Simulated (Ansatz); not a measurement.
`[F][MgH]` + HCl → `[MgH][Cl]` + H–F at 298.15 K and 1 bar (ligand exchange at a Mg–F bond).

Isolated molecules relaxed with PBE0-D4/def2-TZVP in Ansatz; ΔE leaves out vibrations. CCSD(T)/CBS adds triple-zeta CCSD(T) − MP2 to the extrapolated MP2 energy (def2 sets, frozen cores). This one scheme is used for every species. For Mg outer-core shells are correlated without core-valence functions, which leaves a few kJ/mol of doubt a bond.

```tsv
species	CCSD(T)/CBS energy (Eh)	H − E (kJ/mol)	S (J/(mol·K))
`[F][MgH]`	-300.33731	29.2	227.9
HCl	-460.38127	26.6	186.8
`[MgH][Cl]`	-660.33122	28.0	239.9
H–F	-100.39570	33.5	173.6
```

H − E and S are ideal-gas, rigid-rotor, harmonic terms from PBE0-D4/def2-TZVP. 1 Eh = 2625.50 kJ/mol, R = 8.31446 J/(mol·K).

**Question.** By hand: ΔE, ΔH, ΔS and ΔG.

**Answer.** ΔE = (-660.33122) + (-100.39570) − (-300.33731) − (-460.38127) = -0.00834 Eh = -21.9 kJ/mol. Δ(H − E) = 28.0 + 33.5 − 29.2 − 26.6 = 5.7, so ΔH = -16.2 kJ/mol. ΔS = 239.9 + 173.6 − 227.9 − 186.8 = -1.2 J/(mol·K). ΔG = -16.2 − 298.15 × (-1.2)/1000 = -15.8 kJ/mol.

**Question.** By hand: the equilibrium constant, and the temperature at which ΔG would vanish if ΔH and ΔS stayed fixed.

**Answer.** log₁₀ K = −ΔG/(RT ln 10) = 2.8. ΔG = 0 at ΔH/ΔS = 13500 K, far beyond where these terms or the molecules hold.

The number of gas molecules stays the same, so ΔS is small and ΔH decides. A doubt of 5 kJ/mol in ΔE shifts log₁₀ K by 0.9 here. These are equilibria of isolated gas molecules and say nothing of rates. Largest T1 diagnostic: 0.011 (customary marks: 0.02 for closed shells, 0.045 for open ones).
